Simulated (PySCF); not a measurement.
Work out the structure from these simulated measurements.

Formula: C3O2.

| Quantity | Value |
| --- | --- |
| NMR, other nuclei | isotropic shieldings of nuclei other than C and H, by class: 129 (2 O) ppm [GIAO PBE0/pcSseg-1] |
| Couplings | largest of the computed one-bond spin–spin couplings (means over like bonds): 13C–13C +243.4 (×2), 17O–13C +8.5 (×2) Hz [B3LYP/pcJ-1] |
| 13C NMR | chemical shifts (computed TMS as zero) by class: 126.6 (2 C), -17.2 (1 C) ppm [GIAO PBE0/pcSseg-1] |
| Dipole | 0.00 D [PBE0/pcSseg-1] |
| Rotational structure | rotational constant B (linear): 2.229 GHz [GFN2-xTB] |

The electronic properties come from PySCF, for the isolated species, density fitting. Levels stand in brackets. Geometry: GFN2-xTB; no solvent, vibrations or thermal averaging. NMR values are class means; diastereotopic atoms form classes of their own.

Task: What is the compound? Reason from the data.

Result: Numbering: `[O:1]=[C:2]=[C:3]=[C:4]=[O:5]`. Its formula, C3O2, gives 4 degrees of unsaturation: 0 rings and 4 π bonds in the structure found. 3 carbons fall into 2 classes; from least to most shielded: central carbon of a ketene [C2/C4] (126.6 ppm, 2 C), central carbon of cumulated double bonds [C3] (-17.2 ppm). The other shieldings belong to: 129 ppm, oxygen bonded to C [O1/O5]. The couplings run between: +243.4 Hz, central carbon of a ketene [C2] and central carbon of cumulated double bonds [C3] (with 1 like pair); +8.5 Hz, oxygen bonded to C [O1] and central carbon of a ketene [C2] (with 1 like pair). The vanishing dipole is forced by symmetry. The optimised geometry has point group D∞h and is a linear rotor. Structure: `O=C=C=C=O`. The assignments are read from this structure; whether some other isomer fits the data as well wasn't checked.
